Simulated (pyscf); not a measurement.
## Routes from O=Ge=O (SMILES [O]=[Ge]=[O]) + H₂ (SMILES [H][H])

Candidate steps break at most two bonds and form at most two. Each was searched with GFN2-xTB (tblite) first. Structures and frequencies: ωB97X-D3(BJ)/def2-SVP in PySCF. Energies: ωB97M-D3(BJ)/def2-TZVP, kcal/mol, from the separated reactants, singlet surface; ΔG‡ with ideal gas, 1 atm, RRHO with modes under 100 cm⁻¹ raised to 100, one conformer, R ln 2 for chiral ones without a mode under 150 cm⁻¹.

```tsv
products	type	ΔE‡	ΔE	ΔG‡ 298 K	ΔG‡ 900 K	ν‡ (cm⁻¹)
O=GeH–OH	addition across a multiple bond or ene-type step	24.8	-46.9	31.7	47.0	1658i
HO–Ge:–OH [singlet]	addition across a multiple bond or ene-type step	43.1	-89.6	50.1	66.0	1016i
O=Ge: [singlet] + H₂O	concerted two-bond exchange	49.6	-51.6	53.4	64.8	1473i
```

Row 1: On the product side the descent ends in a point that may be a rotor saddle (no frequency run), 3.4 kcal/mol over the lowest minimum found and 69.1 kcal/mol under the saddle at ωB97X-D3(BJ)/def2-TZVP. Row 2: On the product side the descent ends in a point that may be a rotor saddle (no frequency run), 2.2 kcal/mol over the lowest minimum found and 130.3 kcal/mol under the saddle at ωB97X-D3(BJ)/def2-TZVP. Row 3: On the product side the descent ends in a bound adduct, 9.8 kcal/mol under the separated species and 110.3 kcal/mol under the saddle at ωB97X-D3(BJ)/def2-TZVP. 

Plain bond fissions and candidates not yet searched are not listed, and one of them may be faster. Each barrier is that of the saddle found; lower ones may exist. 2 of the closed-shell references are unstable towards spin polarisation; treat their single-reference values with care. Elements up to Kr have no core potential and no relativistic terms here.
